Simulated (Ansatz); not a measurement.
# AlSiH3 (triplet): wave-function methods side by side at a displaced geometry (v1), cc-pVDZ

One table from this session's results is given with a row withheld; the runs are named, their logs left out.

Computed with Ansatz 0.2.0, Gaussian basis. Level: cc-pVDZ, core rule «outside noble gas», up to 10 orbitals frozen.

Plan: UHF; CCSD(T) on ROHF; CCSD(T) on UHF; BCCD(T) on ROHF; CISD; CCSDT(Q) on ROHF; CCSDT(Q) on UHF.

25 further runs of the same task are left out: 2 for a known fault of the program, 7 that didn't finish, 16 set aside as unsound or not needed.

## The geometry

The geometry is a PBE0/def2-TZVP stationary point (not a proven minimum) with its atoms shifted at random (size 0.040 Å).

5 atoms, charge 0, spin multiplicity 3.

Atoms are counted from 1 here; the program's logs count them from 0.

Bond lengths: Si1–Al2 2.396 Å, Si1–H3 1.498 Å, Si1–H4 1.491 Å, Al2–H5 1.648 Å. Angles: Al2–Si1–H3 126.6°, Al2–Si1–H4 120.6°, H3–Si1–H4 112.8°, Si1–Al2–H5 119.8°.

Set-up of the first run:

Input file in.yaml:

```yaml
crystal:
  periodic: [false, false, false]
  atoms:
    - {symbol: Si, position_ang: [0.002236, 0.056884, 1.138688]}
    - {symbol: Al, position_ang: [0.001402, -0.111641, -1.251121]}
    - {symbol: H, position_ang: [0.049366, 1.318270, 1.945153]}
    - {symbol: H, position_ang: [-0.053410, -1.168181, 1.986567]}
    - {symbol: H, position_ang: [-0.095795, 1.253394, -2.169171]}
basis:
  gaussian: {orbitals: cc-pVDZ}
magnetization: {spin_polarized: true, initial_magnetization: 2}
hamiltonian: {xc: hf}
output: {orbitals: {seedname: orbitals}}
```

The run is started by

```console
$ ansatz run in.yaml --threads 1 --pin off --events-out ev --progress --plain --max-ram 2393MiB
```

Among the steps run: UHF; CCSD(T) on ROHF; CCSD(T) on UHF; BCCD(T) on ROHF; CISD; CCSDT(Q) on ROHF; CCSDT(Q) on UHF.

One of the session's tables, all rows but one given; the rest of the session is left out.

```
   method  from UCCSDT(Q) (kJ/mol)
     ROHF                   +475.7
      UHF                   +465.4
     RMP2                   +113.2
     UMP2                   +114.6
     CISD                    +49.1
    RCCSD                    +16.4
    UCCSD                        ?
 RCCSD(T)                     +3.9
 UCCSD(T)                     +3.9
  BCCD(T)                     +3.9
   RCCSDT                     +0.6
   UCCSDT                     +0.6
RCCSDT(Q)                     +0.1
UCCSDT(Q)                        0
```

**Question.** Estimate the row for UCCSD.

**Answer.** from UCCSDT(Q) (kJ/mol): +16.1. In the column «from UCCSDT(Q) (kJ/mol)» it lies between BCCD(T) (+3.9) and RCCSD (+16.4).

Among the levels timed on like hardware and quicker than the yardstick, those that no quicker one beats, quickest first: CISD (1.4 s, +49.1 kJ/mol); UCCSD(T) (1.6 s, +3.9 kJ/mol); RCCSD(T) (1.9 s, +3.9 kJ/mol); BCCD(T) (2 s, +3.9 kJ/mol).

Limits of these values: Restricted and unrestricted rows rest on different reference determinants; where their highest levels disagree by more than a few hundredths of an eV, they describe different states and don't form one ladder.
